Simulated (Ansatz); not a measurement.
**BH₂ (doublet): the correlation ladder at distance B1–H2 = 1.340 Å, aug-cc-pVDZ**

How much of the correlation energy of BH₂ (doublet) does each wave-function method recover here?

Program: Ansatz 0.2.0, Gaussian basis. Level of theory: aug-cc-pVDZ, core rule «outside noble gas», up to 1 orbitals frozen. These are calculated values, not measurements.

Plan: UHF; CCSD(T) on ROHF; CCSD(T) on UHF; BCCD(T) on ROHF; CISD; CCSDT(Q) on ROHF; CCSDT(Q) on UHF; CASSCF and MRCISD+Q, 3 electrons in 3 orbitals; CASSCF and NEVPT2, 3 electrons in 3 orbitals; CASSCF and MRCISD+Q, 5 electrons in 6 orbitals; CASSCF and NEVPT4(SD), 5 electrons in 6 orbitals; CASSCF and NEVPT2, 5 electrons in 6 orbitals; Full CI.

15 further runs of the same task are left out: 11 that didn't finish, 4 set aside as unsound or not needed.

## 1. The geometry

The geometry derives from a PBE0/def2-TZVP stationary point (not a proven minimum). One bond is set to the value named and the two fragments are kept rigid.

3 atoms, charge 0, spin multiplicity 2.

Atoms are counted from 1 here; the program's logs count them from 0.

Bond lengths: B1–H2 1.340 Å, B1–H3 1.191 Å. Angles: H2–B1–H3 129.4°.

## 2. UHF

Contents of in.yaml:

```yaml
crystal:
  periodic: [false, false, false]
  atoms:
    - {symbol: B, position_ang: [0.000000, -0.085001, 0.010567]}
    - {symbol: H, position_ang: [0.000000, 0.487634, -1.200915]}
    - {symbol: H, position_ang: [0.000000, 0.424072, 1.087575]}
basis:
  gaussian: {orbitals: aug-cc-pVDZ}
magnetization: {spin_polarized: true, initial_magnetization: 1}
hamiltonian: {xc: hf}
output: {orbitals: {seedname: orbitals}}
```

Started as:

```sh
$ ansatz run in.yaml --threads 1 --pin off --events-out ev --progress --plain --max-ram 2393MiB
```

After this run come: CCSD(T) on ROHF; CCSD(T) on UHF; BCCD(T) on ROHF; CISD; CCSDT(Q) on ROHF; CCSDT(Q) on UHF; CASSCF and MRCISD+Q, 3 electrons in 3 orbitals; CASSCF and NEVPT2, 3 electrons in 3 orbitals; CASSCF and MRCISD+Q, 5 electrons in 6 orbitals; CASSCF and NEVPT4(SD), 5 electrons in 6 orbitals; CASSCF and NEVPT2, 5 electrons in 6 orbitals; Full CI.

**Question.** What will the summary of the whole plan be? Wanted: FCI below the RHF energy; RMP2 from FCI; UMP2 from FCI; RCCSD from FCI; RCCSD(T) from FCI; UCCSD(T) from FCI; RCCSDT(Q) from FCI; UCCSDT(Q) from FCI; NEVPT2 pair from FCI.

The runs gave:

| quantity | value |
| --- | --- |
| FCI below the RHF energy | -2.5533 eV |
| RMP2 from FCI | +60.6 kJ/mol |
| UMP2 from FCI | +60.2 kJ/mol |
| RCCSD from FCI | +5.3 kJ/mol |
| RCCSD(T) from FCI | +1.3 kJ/mol |
| UCCSD(T) from FCI | +1.3 kJ/mol |
| RCCSDT(Q) from FCI | 0.0 kJ/mol |
| UCCSDT(Q) from FCI | 0.0 kJ/mol |
| NEVPT2 pair from FCI | +58.7 kJ/mol |
| MRCISD+Q pair from FCI | -0.8 kJ/mol |
| NEVPT2 valence from FCI | +49.0 kJ/mol |
| levels within 1 kcal/mol (43 meV) | RCCSD(T), UCCSD(T), BCCD(T), RCCSDT, UCCSDT, RCCSDT(Q), UCCSDT(Q), MRCISD+Q pair, MRCISD+Q valence |
| T1 diagnostic | 0.016 |
| effectively unpaired electrons | 1.02 |

In words: RCCSD(T) misses by +1.3 kJ/mol, 0.5 % of the correlation energy. MRCISD+Q pair falls below full CI: the +Q correction isn't variational, and the cores differ from full CI's. One determinant dominates. Of the multireference levels listed MRCISD+Q pair comes nearest in total energy (-0.8 kJ/mol), which doesn't show that its space is the better one. These misses are within one basis, not against nature; the frozen cores of restricted and unrestricted runs differ, which can shift their rows.
